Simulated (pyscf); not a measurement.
Thermochemistry of product channels of cyclic C₂H₆Si (SMILES C1C[SiH2]1) on the singlet surface, in kcal/mol, from ωB97M-D3(BJ)/def2-TZVP energies (ideal gas, 1 atm, RRHO with modes under 100 cm⁻¹ raised to 100, one conformer, R ln 2 for chiral ones without a mode under 150 cm⁻¹). PySCF, gas phase, ωB97X-D3(BJ)/def2-SVP geometries.

```json
[
 {"products": "H₃C–CH₂–SiH: [singlet]", "ΔE": "+13.2", "ΔH(298 K)": "+14.6", "ΔG(298 K)": "+12.6", "ΔG(900 K)": "+8.7"},
 {"products": "H₃C–CH=SiH₂", "ΔE": "+11.6", "ΔH(298 K)": "+11.8", "ΔG(298 K)": "+10.4", "ΔG(900 K)": "+7.5"},
 {"products": "cyclic C₂H₄Si (SMILES C1C[Si]1) [singlet] + H₂", "ΔE": "+41.6", "ΔH(298 K)": "+38.3", "ΔG(298 K)": "+29.4", "ΔG(900 K)": "+10.5"},
 {"products": "H₂C=SiH–CH₃", "ΔE": "0.0", "ΔH(298 K)": "+0.6", "ΔG(298 K)": "-1.2", "ΔG(900 K)": "-5.3"},
 {"products": "cyclic C₂H₄Si (SMILES C1=C[SiH2]1) + H₂", "ΔE": "+41.6", "ΔH(298 K)": "+35.5", "ΔG(298 K)": "+26.8", "ΔG(900 K)": "+8.1"},
 {"products": "CH₂ [singlet] + H₂C=SiH₂", "ΔE": "+124.4", "ΔH(298 K)": "+118.5", "ΔG(298 K)": "+106.5", "ΔG(900 K)": "+81.6"}
]
```

These are energies of the channels, which say nothing of barriers. cyclic C₂H₆Si (SMILES C1C[SiH2]1) lies 7.4 kcal/mol over its isomer H₂C=CH–SiH₃ (electronic energy, ωB97M-D3(BJ)). H₃C–CH₂–SiH: [singlet] lies 20.7 kcal/mol over its isomer H₂C=CH–SiH₃ (electronic energy, ωB97M-D3(BJ)). CH₂ [singlet] is an excited spin state, 8.9 kcal/mol over the triplet at ωB97X-D3(BJ). A restricted singlet here is unstable towards spin polarisation, as is usual where a triplet lies low; its energy is less safe.
